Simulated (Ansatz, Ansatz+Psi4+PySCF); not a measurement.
Two shapes of singlet CH4.

Shape 1:

```xyz
5

C     0.0000    0.0000    0.0000
H     0.6291    0.6291    0.6291
H    -0.6291   -0.6291    0.6291
H     0.6291   -0.6291   -0.6291
H    -0.6291    0.6291   -0.6291
```

Shape 2:

```xyz
5

C     0.0000    0.0000    0.0000
H     0.6176    0.6176    0.6176
H    -0.6176   -0.6176    0.6176
H     0.6176   -0.6176   -0.6176
H    -0.6176    0.6176   -0.6176
```

Basis set: cc-pVTZ (spherical functions). Correlated methods keep 1 orbital frozen. Charge 0, multiplicity 1.

Computed with Ansatz (development build ahead of 0.2.0) and Psi4 1.11; each method stands on the lowest determinant of its kind that the runs found.

**Question.** Which shape is lower in energy, and by how much in each method?

**Answer.**

```json
{"method": "RHF", "E(2) − E(1) (eV)": "0.008"}
{"method": "RHF-MP2", "E(2) − E(1) (eV)": "0.017"}
{"method": "RHF-CCSD(T)", "E(2) − E(1) (eV)": "0.026"}
```

Shape 1 is lower.
